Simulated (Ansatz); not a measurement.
# How methods differ on COF2 (carbonyl fluoride)

The species is COF2 (4 atoms), meant as a singlet with charge 0. SMILES: `O=C(F)F`. The coordinates come from a PBE0-D4/def2-TZVP relaxation. The run starts from this shape.

Each level gives the adiabatic ionisation energy (to the doublet cation, no zero-point term) (eV). The values are calculated.

```csv
level,kind,program,value (eV),CPU time (all runs)
HF/STO-3G,Hartree–Fock,Ansatz,7.85,6.2 s
HF/3-21G,Hartree–Fock,Ansatz,11.74,5.7 s
HF/6-31G* (Cartesian functions),Hartree–Fock,Ansatz,11.30,14 s
PBE/def2-SVP,GGA,Ansatz,12.59,32 s
B3LYP/6-31G* (Cartesian functions),global hybrid,Ansatz,12.61,35 s
MP2/6-31G* (Cartesian functions),perturbation theory,Ansatz,12.78,26 s
```

The values span 7.85 to 12.78 eV. Without the sets that lack polarisation functions the rows with a basis span only 11.30 to 12.78 eV. In so small a basis fixed costs decide the times, and correlated methods can beat functionals. Times are those of the runs behind each value, whatever else they computed, on shared processors of several kinds: orders of magnitude only.
